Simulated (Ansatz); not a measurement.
Input file for the F atom:

```yaml
crystal:
  periodic: [false, false, false]
  atoms:
    - {symbol: F, position_ang: [0.000000, 0.000000, 0.000000]}
basis:
  gaussian: {orbitals: def2-QZVPP}
magnetization: {spin_polarized: true, initial_magnetization: 1}
correlation: {method: ccsd_t}
scf: {omitted_lower_state_checks: [cluster_reference]}
```

```sh
$ ansatz run in.yaml --threads 2 --pin off --events-out ev --progress --plain
```

Output of Ansatz, abridged:

```
Functional definition: HF
361 factors; integrals over basis functions are off by at most 1.2e-4 eV
mean field evaluation 1: about -2705.0179 eV, gradient 9.4e0 eV
mean field evaluation 2: about -2705.0180 eV, gradient 9.4e0 eV
mean field evaluation 4: about -2705.2402 eV, gradient 1.0e0 eV
mean field evaluation 8: about -2705.2441 eV, gradient 6.2e-4 eV
mean field evaluation 16: about -2705.2441 eV, gradient 1.0e-5 eV
mean field -2705.24409950 eV, -99.4158869761 hartree, gradient 8.8e-7 eV, S^2 0.754034; 3 other end points of the search recorded, 0 dependent functions left out
1 core orbitals not correlated: weight in the atoms' cores, before any rotation towards them, 1.000 or more for the frozen orbitals, at most 0.000 for the correlated occupied ones
reference -2705.24409950 eV, -99.4158869761 hartree; 4, 3 occupied and 52, 53 virtual orbitals, 361 factors
second order -5.99185488 eV of doubles, -0.00000000 eV of singles
cycle   1  -6.18603021 eV  change   -1.9e-1 eV  update   2.7e-2
cycle   2  -6.26287246 eV  change   -7.7e-2 eV  update   7.8e-3
cycle   3  -6.27773613 eV  change   -1.5e-2 eV  update   3.5e-3
cycle   4  -6.27543828 eV  change    2.3e-3 eV  update   1.2e-3
cycle   5  -6.27627392 eV  change   -8.4e-4 eV  update   4.2e-4
cycle   6  -6.27634361 eV  change   -7.0e-5 eV  update   9.3e-5
cycle   7  -6.27635648 eV  change   -1.3e-5 eV  update   2.1e-5
cycle   8  -6.27635171 eV  change    4.8e-6 eV  update   5.0e-6
perturbative correction -0.12628428 eV, -0.0046408618 hartree
Total energy: -2711.64673549 eV, -99.6511795089 hartree
Checks for a lower state left out: cluster_reference
```

Hardware: 2 threads of a server CPU on a shared host. Wall time 1.1 s, peak host memory 0.16 GiB.

MP2 recovers 93.6 % of the CCSD(T) correlation energy and the triples give 2.0 %; T1 = 0.0065.
